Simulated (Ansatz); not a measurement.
**H$_{2}$B–NH, doublet in cc-pVDZ: errors against UCCSDT(Q)**

Geometry: a PBE0/def2-TZVP stationary point for this spin, not checked as a minimum.

```xyz
5

B     0.0000    0.0246    0.7072
N     0.0000   -0.0432   -0.6198
H     0.0000    1.1152    1.2324
H     0.0000   -0.9691    1.3860
H     0.0000    0.1907   -1.5912
```

Basis cc-pVDZ; Ansatz 0.2.0. Only valence electrons are correlated (noble-gas cores frozen), which leaves 11 electrons in 41 orbitals. R marks a restricted (for open shells ROHF) determinant, U an unrestricted one.

Full CI isn't at hand for all of this; UCCSDT(Q) serves as the reference, and is uncertain by about the last step of the cluster series. The frozen core follows each run's orbitals, which can shift R against U totals by a few meV.

For open shells CISD is restricted-active-space CI with the open shells as a complete middle space.

The UHF ⟨S²⟩ is 0.775. The T1 diagnostic (RCCSD) is 0.0358 and the largest doubles amplitude (RCCSD) is 0.065. The T1 diagnostic (UCCSD) is 0.0298.

From what is known of these methods and the diagnostics, rank them by the size of their error in total energy against UCCSDT(Q) in cc-pVDZ, smallest first (an estimate: the text doesn't fix the numbers).
A. UCCSD(T)
B. RCCSDT
C. RCCSDT(Q)
D. UMP2
E. RCCSD

C (0.2 kJ/mol), B (1.4 kJ/mol), A (4.3 kJ/mol), E (23.2 kJ/mol), D (111.9 kJ/mol).

All errors are against UCCSDT(Q) in cc-pVDZ. Within each family the higher level lies nearer, as is usual though not guaranteed.

Atomization energy (electronic, same basis, no zero-point term; atoms at the same level, unrestricted beside the R rows where the molecule is a closed shell, with restricted open-shell steps beyond CCSDT(Q)) at UCCSDT(Q): 1441.5 kJ/mol. Errors of other levels:

| level | error (kJ/mol) |
| --- | --- |
| RHF | -316.9 |
| UHF | -317.4 |
| RMP2 | -6.2 |
| UMP2 | -6.6 |
| CISD | -67.8 |
| RCCSD | -17.6 |
| UCCSD | -17.7 |
| RCCSD(T) | -2.6 |
| UCCSD(T) | -2.9 |
| BCCD(T) | -2.4 |
| RCCSDT | -1.1 |
| UCCSDT | -1.3 |
| RCCSDT(Q) | 0.0 |

This basis is far from its limit, so the value isn't to be set against a measured one. Truncated CI isn't size-consistent, which counts against it in atomization.
